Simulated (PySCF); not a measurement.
Record of a relaxation.

Compound: C2H3N2P.
Atom-mapped SMILES: `[cH:1]1[n:2][nH:3][cH:4][p:5]1` (hydrogens: H6 on C1; H7 on N3; H8 on C4)

Computed by this run: PBE0-D3(BJ)/def2-SVP geometry optimisation, gas phase in PySCF 2.14.0; density fitting, grid level 1; the optimiser is geomeTRIC in internal coordinates, started from a GFN2-xTB structure with every atom displaced at random (about 0.01 Å). The frame can shift and turn from step to step; on so coarse a grid that alone can change the energy by a few meV, and forces under 0.02 eV/Å are noise.

Step 0: E = -14374.7649 eV, largest atomic force 2.811 eV/Å
```
atom  x, y, z in Å  |  force x, y, z in eV/Å
C1      1.368   -0.195   -0.100   -2.557   1.164   0.092
N2      0.702    0.961   -0.029    0.762   0.126  -0.024
N3     -0.609    0.744    0.051    2.361  -0.753  -0.102
C4     -0.954   -0.538    0.049   -1.986  -0.438   0.043
P5      0.345   -1.627   -0.084    0.535  -0.728   0.019
H6      2.416   -0.144   -0.183    1.574   0.066  -0.092
H7     -1.194    1.544    0.127   -0.686   0.685   0.063
H8     -2.020   -0.765    0.116   -0.003  -0.123  -0.001
```

Step 1: E = -14374.5458 eV, largest atomic force 2.123 eV/Å
```
atom  x, y, z in Å  |  force x, y, z in eV/Å
C1      0.856    0.251   -1.051    1.498  -1.264   0.816
N2      0.782    0.895    0.088    0.077   1.055   0.148
N3     -0.170    0.382    0.849   -0.879   1.265  -0.304
C4     -0.878   -0.634    0.329    0.614  -1.070   0.101
P5     -0.139   -1.213   -1.124   -0.819   0.117  -0.585
H6      1.798    0.390   -1.612   -0.652   0.329  -0.270
H7     -0.567    1.025    1.544    0.455  -0.469   0.064
H8     -1.630   -1.115    0.946   -0.293   0.036   0.029
```

Step 2: E = -14374.7535 eV, largest atomic force 1.396 eV/Å
```
atom  x, y, z in Å  |  force x, y, z in eV/Å
C1      0.890    0.197   -0.983    1.318  -0.189  -0.419
N2      0.794    0.940    0.098   -0.342  -0.493  -0.301
N3     -0.179    0.414    0.829   -1.028   0.343  -0.007
C4     -0.846   -0.655    0.328    0.238  -0.203   0.373
P5     -0.187   -1.205   -1.173    0.037   0.525   0.357
H6      1.766    0.389   -1.614   -0.299   0.160  -0.210
H7     -0.575    1.029    1.539    0.232  -0.333   0.235
H8     -1.610   -1.129    0.946   -0.157   0.190  -0.029
```

Step 3: E = -14374.8319 eV, largest atomic force 1.115 eV/Å
```
atom  x, y, z in Å  |  force x, y, z in eV/Å
C1      0.975    0.170   -0.987   -0.881  -0.161   0.665
N2      0.779    0.919    0.083    0.069   0.123   0.225
N3     -0.217    0.423    0.818    0.097   0.180  -0.650
C4     -0.862   -0.670    0.357    0.410   0.127  -0.186
P5     -0.172   -1.182   -1.145    0.117  -0.411  -0.184
H6      1.777    0.431   -1.681   -0.024   0.063   0.051
H7     -0.570    1.011    1.566    0.227  -0.061   0.208
H8     -1.656   -1.120    0.958   -0.015   0.140  -0.129
```

Step 4: E = -14374.8812 eV, largest atomic force 0.654 eV/Å
```
atom  x, y, z in Å  |  force x, y, z in eV/Å
C1      0.956    0.159   -0.971   -0.150  -0.041   0.233
N2      0.776    0.924    0.086    0.000   0.169  -0.005
N3     -0.226    0.439    0.810    0.025  -0.079  -0.649
C4     -0.849   -0.658    0.334   -0.004  -0.150   0.379
P5     -0.119   -1.247   -1.117   -0.060   0.161  -0.069
H6      1.725    0.450   -1.687    0.134  -0.019   0.036
H7     -0.533    0.985    1.606    0.068  -0.041   0.102
H8     -1.678   -1.072    0.910   -0.013   0.001  -0.027
```

Step 5: E = -14374.8875 eV, largest atomic force 0.767 eV/Å
```
atom  x, y, z in Å  |  force x, y, z in eV/Å
C1      0.941    0.172   -0.970    0.308  -0.172  -0.368
N2      0.761    0.953    0.069   -0.200  -0.255   0.008
N3     -0.239    0.448    0.771   -0.344   0.349   0.590
C4     -0.856   -0.668    0.341    0.281   0.076  -0.070
P5     -0.127   -1.238   -1.118    0.025   0.009  -0.149
H6      1.750    0.433   -1.656   -0.006  -0.009  -0.077
H7     -0.500    0.959    1.607   -0.056  -0.028   0.050
H8     -1.678   -1.079    0.925   -0.008   0.030   0.018
```

Step 6: E = -14374.8947 eV, largest atomic force 0.252 eV/Å
```
atom  x, y, z in Å  |  force x, y, z in eV/Å
C1      0.942    0.165   -0.977    0.057   0.036  -0.039
N2      0.747    0.949    0.063    0.146   0.093   0.058
N3     -0.255    0.463    0.779    0.096  -0.079  -0.109
C4     -0.840   -0.665    0.341   -0.240  -0.048   0.059
P5     -0.139   -1.229   -1.136    0.059  -0.019   0.103
H6      1.764    0.418   -1.652   -0.059   0.051  -0.042
H7     -0.508    0.963    1.625   -0.010  -0.012  -0.027
H8     -1.659   -1.083    0.926   -0.049  -0.022  -0.004
```

Step 7: E = -14374.8989 eV, largest atomic force 0.114 eV/Å
```
atom  x, y, z in Å  |  force x, y, z in eV/Å
C1      0.953    0.163   -0.974   -0.079  -0.011   0.081
N2      0.762    0.940    0.073   -0.038   0.039  -0.028
N3     -0.246    0.455    0.783    0.059  -0.032  -0.070
C4     -0.848   -0.666    0.344    0.012   0.007   0.006
P5     -0.124   -1.239   -1.120   -0.011   0.007  -0.022
H6      1.745    0.438   -1.674    0.031  -0.015   0.025
H7     -0.512    0.965    1.619    0.012   0.001   0.015
H8     -1.679   -1.075    0.919    0.014   0.002  -0.008
```

Step 8: E = -14374.8996 eV, largest atomic force 0.033 eV/Å
```
atom  x, y, z in Å  |  force x, y, z in eV/Å
C1      0.949    0.164   -0.974   -0.003  -0.001  -0.013
N2      0.756    0.946    0.068    0.011  -0.025   0.018
N3     -0.247    0.456    0.781   -0.022   0.023  -0.004
C4     -0.848   -0.666    0.343    0.016  -0.003   0.005
P5     -0.126   -1.237   -1.122    0.001   0.003  -0.005
H6      1.750    0.433   -1.666   -0.002   0.002  -0.003
H7     -0.507    0.961    1.621   -0.004   0.001  -0.001
H8     -1.676   -1.076    0.920    0.002  -0.001   0.001
```

Step 9: E = -14374.8997 eV, largest atomic force under 0.02 eV/Å
```
atom  x, y, z in Å  |  force x, y, z in eV/Å
C1      0.949    0.164   -0.974    0.014  -0.005  -0.006
N2      0.758    0.945    0.069   -0.009   0.007  -0.005
N3     -0.248    0.457    0.780    0.005  -0.004   0.014
C4     -0.847   -0.666    0.343   -0.009   0.004  -0.004
P5     -0.127   -1.237   -1.123    0.003   0.001   0.002
H6      1.751    0.432   -1.666   -0.002   0.001  -0.001
H7     -0.509    0.962    1.620    0.000  -0.003   0.000
H8     -1.675   -1.077    0.921   -0.002   0.000   0.000
```

Problem. Summarise the path.

Solution. The energy falls by 13.00 kJ/mol from step 0 to step 9; nine tenths of that is first reached at step 5. It rises by more than 0.2 meV at step 1. The largest force goes from 2.811 to under 0.02 eV/Å. Among the bonds C1–H6 changes most, from 1.052 to 1.092 Å; the atoms move by 0.026 Å rms after alignment.

Problem. Follow the three bonds and two angles with the largest change from start to end.

Solution. 
```tsv
step	E above end (kJ/mol)	largest force (eV/Å)	C1–H6 (Å)	C4–P5 (Å)	N3–H7 (Å)	C4–N3–H7 (°)	N2–N3–C4 (°)
0	13.00	2.811	1.052	1.700	0.994	128.6	114.4
1	34.14	2.123	1.105	1.730	1.027	122.1	116.8
2	14.10	1.396	1.097	1.730	1.019	122.8	118.0
3	6.54	1.115	1.092	1.730	1.014	123.7	118.0
4	1.78	0.654	1.091	1.727	1.013	125.2	117.0
5	1.17	0.767	1.092	1.728	1.014	124.3	119.6
6	0.48	0.252	1.093	1.729	1.015	125.2	117.5
7	0.07	0.114	1.092	1.730	1.014	124.8	118.0
8	0.00	0.033	1.092	1.730	1.015	124.8	118.1
9	0.00	under 0.02	1.092	1.730	1.015	124.8	118.1
```

What follows is the cost of the whole optimisation. On Arm Neoverse V2, one thread, no GPU, on a shared host, this took 20 s and 0.39 GiB of memory at its peak.
